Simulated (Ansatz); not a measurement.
We consider zinc-blende HgSe, described by B3LYP (VWN-RPA form) (Ansatz, a first-principles code, plane waves, PAW).

Settings: plane-wave cutoff 460 eV, 8×8×8 k mesh, Fermi–Dirac smearing 0.01 eV, scalar-relativistic PAW data made under PBE.

Computed at the level's own relaxed cell.

### Question
Predict the volume per atom, bulk modulus B0, lattice constant a and pressure derivative B′ of the bulk modulus.

### Answer

- volume per atom = 31.34 Å³/atom
- bulk modulus B0 = 42.5 GPa
- lattice constant a = 6.305 Å
- pressure derivative B′ of the bulk modulus = 4.9

The run finds no gap.

Measured, for comparison: equilibrium volume per atom 28.16 Å³/atom, lattice constant a 6.085 Å (293 K, not corrected to a static lattice; as tabulated in Cardona et al. (2009), arXiv:0908.2634); bulk modulus 50 GPa (temperature not stated, not corrected to a static lattice, our sources range from 48.5 to 51.6; as tabulated in Toher et al. (2017), arXiv:1611.05714). Computed (rounded) less measured: equilibrium volume per atom +11.3 %, bulk modulus -15 % (-12 % to -18 % over the range), lattice constant a +3.6 %.

Note: the cell is over a tenth larger than the published one (another phase or state, or a fault of the published cell, is possible).

Spin–orbit coupling is not included; it can open a gap where bands touch, and shift volumes and moduli.
